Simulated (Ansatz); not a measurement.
# SSi: the cost of one run

The runs use Ansatz 0.2.0, Gaussian basis; def2-QZVPP, all electrons in the functionals, frozen cores in the correlation of double hybrids and RPA.

To be run: PBE, BLYP, r2SCAN, B97M-V, PBE0, B3LYP, wB97M-V, B2PLYP, at charge 1, quartet; charge 1, doublet; charge 1, sextet.

## Step 1: The system

The geometry is a PBE0/def2-TZVP stationary point (not a proven minimum).

2 atoms, charge 1, spin multiplicity 4.

Atoms are counted from 1 here; the program's logs count them from 0.

Bond lengths: Si1–S2 2.145 Å.

No dispersion term is added; B97M-V, wB97M-V hold VV10 nonlocal correlation. B3LYP takes the VWN-RPA correlation.

The geometry shown and the zero of energy belong to the point charge 1, quartet. The yardstick, UCCSD(T), and other wave-function levels (R restricted, U unrestricted, valence and pair active spaces) come from earlier runs.

## Step 2: PBE, charge 1, quartet

in.yaml reads:

```yaml
crystal:
  periodic: [false, false, false]
  atoms:
    - {symbol: Si, position_ang: [0.000000, 0.000000, 0.000000]}
    - {symbol: S, position_ang: [0.000000, 0.000000, 2.144800]}
basis:
  gaussian: {orbitals: "def2-QZVPP.json"}
total_charge: 1
magnetization: {spin_polarized: true, initial_magnetization: 3}
hamiltonian: {xc: {name: PBE}}
output: {orbitals: {seedname: orbitals}}
```

Run with:

```
$ ansatz run in.yaml --threads 1 --pin off --events-out ev --progress --plain --max-ram 2393MiB
```

Q: Estimate wall time and peak memory on 1 thread of Arm Neoverse V2, shared host.

About 16 s, with a peak of 0.27 GiB.
